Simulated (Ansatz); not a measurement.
in.yaml

```yaml
crystal:
  periodic: [false, false, false]
  atoms:
    - {symbol: Ga, position_ang: [0.000000, -0.135446, 1.120787]}
    - {symbol: S, position_ang: [0.000000, 1.132131, -0.896746]}
    - {symbol: P, position_ang: [0.000000, -0.846268, -1.500035]}
    - {symbol: H, position_ang: [0.000000, -0.640869, -2.905642]}
basis:
  gaussian: {orbitals: cc-pVDZ}
magnetization: {spin_polarized: true, initial_magnetization: 3}
correlation: {method: ccsd_t, electrons: outside_noble_gas}
```

```sh
$ ansatz run in.yaml --threads 1 --pin off --events-out ev --progress --plain --max-ram 2393MiB
```

Log:

```
753 factors; integrals over basis functions are off by at most 1.1e-3 eV
mean field evaluation 1: about -72434.7107 eV, gradient 9.1e0 eV
mean field evaluation 2: about -72434.7532 eV, gradient 9.1e0 eV
mean field evaluation 4: about -72436.2706 eV, gradient 2.4e0 eV
mean field evaluation 8: about -72436.6154 eV, gradient 4.0e-1 eV
mean field evaluation 16: about -72436.6355 eV, gradient 2.3e-6 eV
mean field evaluation 32: about -72436.8238 eV, gradient 1.6e-6 eV
mean field evaluation 64: about -72433.3039 eV, gradient 1.3e1 eV
mean field evaluation 96: about -72434.9738 eV, gradient 1.9e-6 eV
mean field evaluation 128: about -72436.6351 eV, gradient 3.1e-1 eV
mean field evaluation 160: about -72433.3039 eV, gradient 1.3e1 eV
mean field evaluation 192: about -72435.1531 eV, gradient 3.2e-1 eV
mean field evaluation 224: about -72434.8108 eV, gradient 2.6e0 eV
mean field evaluation 256: about -72434.9414 eV, gradient 2.6e0 eV
mean field evaluation 288: about -72435.0499 eV, gradient 1.3e0 eV
mean field evaluation 320: about -72434.5688 eV, gradient 3.6e-2 eV
mean field evaluation 352: about -72434.0462 eV, gradient 1.7e-2 eV
mean field evaluation 384: about -72433.9221 eV, gradient 4.4e-1 eV
mean field evaluation 416: about -72433.9661 eV, gradient 6.1e-1 eV
mean field evaluation 448: about -72434.3945 eV, gradient 1.1e-3 eV
mean field evaluation 480: about -72431.6963 eV, gradient 1.0e1 eV
mean field evaluation 512: about -72434.9738 eV, gradient 1.9e-6 eV
mean field -72436.82378445 eV, -2662.0041746359 hartree, gradient 1.3e-6 eV, S^2 3.790382; 17 other end points of the search recorded, 0 dependent functions left out
determinant -72436.82378445 eV, -2662.0041746359 hartree, with singles and doubles -72444.87950244 eV, -2662.3002168118 hartree
determinant -72436.63553891 eV, -2661.9972567399 hartree, with singles and doubles -72444.72551720 eV, -2662.2945579585 hartree
determinant -72435.15871401 eV, -2661.9429844258 hartree, with singles and doubles -72443.02304093 eV, -2662.2319931095 hartree
determinant -72434.97382581 eV, -2661.9361899099 hartree, with singles and doubles -72442.92422671 eV, -2662.2283617538 hartree
determinant -72434.56888682 eV, -2661.9213086764 hartree, with singles and doubles -72442.95464281 eV, -2662.2294795251 hartree
determinant -72434.39454113 eV, -2661.9149015905 hartree, with singles and doubles -72442.71489501 eV, -2662.2206689557 hartree
determinant -72434.04622224 eV, -2661.9021011075 hartree, with singles and doubles -72442.47129206 eV, -2662.2117167124 hartree
determinant -72436.82378445 eV, -2662.0041746359 hartree, with singles and doubles -72444.88166215 eV, -2662.3002961797 hartree
determinant -72436.63553891 eV, -2661.9972567399 hartree, with singles and doubles -72444.72905550 eV, -2662.2946879887 hartree
24 core orbitals not correlated: weight in the atoms' cores, before any rotation towards them, 0.998 or more for the frozen orbitals, at most 0.004 for the correlated occupied ones
reference -72436.82378445 eV, -2662.0041746359 hartree; 9, 6 occupied and 35, 38 virtual orbitals, 753 factors
second order -7.07039508 eV of doubles, -0.00000000 eV of singles
cycle   1  -8.05787922 eV  change   -1.5e-6 eV  update   1.5e-6
perturbative correction -0.32314686 eV, -0.0118754281 hartree
Total energy: -72445.20481053 eV, -2662.3121716635 hartree
```

For the same geometry and basis UCCSDT(Q) lies 69.0 meV lower.

Ran on 1 thread of Arm Neoverse V2, shared host: 55 s wall, 0.23 GiB peak host memory.
